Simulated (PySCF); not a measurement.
Molecule: SMILES C=C=CC=O, C4H4O.

Cartesian coordinates in Å; atom numbers follow the order of the lines, from 1:
```xyz
9

C     1.8884    0.1167    0.0904
C     0.6610   -0.2715    0.0568
C    -0.6026   -0.6130    0.0165
C    -1.6751    0.3738   -0.1260
O    -1.5381    1.5667   -0.2151
H     2.4791    0.2079   -0.8065
H     2.3805    0.3636    1.0170
H    -0.8967   -1.6509    0.0886
H    -2.6829   -0.0874   -0.1469
```

Frames of a GFN2-xTB Langevin trajectory at 200 K; GIAO PBE0/pcSseg-1 shieldings in PySCF 2.14, gas phase, non-relativistic; equivalent atoms averaged within each frame.

δ = σ(ref) − σ, references computed at the same level: 13C (σ = 186.93 ppm), 1H (σ = 31.72 ppm) against TMS; 17O (σ = 336.08 ppm) against H2O. The references are static minima.

How do the shifts (ppm) fluctuate along the trajectory?

Results:


| time (fs) | C2 | C4 | C3 | C1 | O5 | H9 | H6/H7 | H8 |
| --- | --- | --- | --- | --- | --- | --- | --- | --- |
| optimised geometry | 230.3 | 191.8 | 95.8 | 82.7 | 695.2 | 9.68 | 5.49 | 5.95 |
| 250 | 233.8 | 188.7 | 95.9 | 86.2 | 679.6 | 9.90 | 5.76 | 5.28 |
| 425 | 229.0 | 188.1 | 104.3 | 78.9 | 649.6 | 9.89 | 5.15 | 6.72 |
| 625 | 226.9 | 194.6 | 94.7 | 78.5 | 693.1 | 9.93 | 4.95 | 6.59 |
| 800 | 224.3 | 198.9 | 98.0 | 81.4 | 715.4 | 9.25 | 5.31 | 6.55 |
| 1000 | 231.9 | 192.9 | 94.2 | 82.6 | 716.2 | 9.84 | 5.05 | 6.18 |
| mean of frames | 229.2 | 192.6 | 97.4 | 81.5 | 690.8 | 9.76 | 5.24 | 6.26 |
| standard deviation | 3.8 | 4.4 | 4.1 | 3.1 | 27.8 | 0.29 | 0.32 | 0.59 |

5 frames give an uncertainty of the mean of about the standard deviation over 2.2 at best, since frames this close in time may not be independent; classical motion lacks zero-point vibration, and the reference would need the same averaging.
